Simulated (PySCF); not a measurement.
SiF4, SMILES F[Si](F)(F)F. The structure is a stationary point at ωB97X-D3(BJ)/def2-SVP. The isomer is the one that the SMILES or the coordinates give; other isomers of the formula were not compared.

These are ωB97X-D3(BJ)/def2-SVP run with PySCF 2.14.0 values and carry that method's errors.

Harmonic wavenumbers (cm⁻¹): 250, 250, 372, 372, 372, 787, 1037, 1037, 1037. Rotational constants (GHz): 3.944, 3.944, 3.944; symmetry number 12.

Task: Work out the zero-point energy and the ideal-gas rigid-rotor harmonic-oscillator thermochemistry at 298.15 K and 1 atm.

Result: ZPE = ½ Σ hcν = ½ × 5513 cm⁻¹ = 7.88 kcal/mol. H − E(el) = 11.61 kcal/mol. Entropy in cal/(mol K): translation 39.84, rotation 21.13, vibration 7.14, total 68.10. G − E(el) = -8.69 kcal/mol. Cp = 17.75 cal/(mol K).
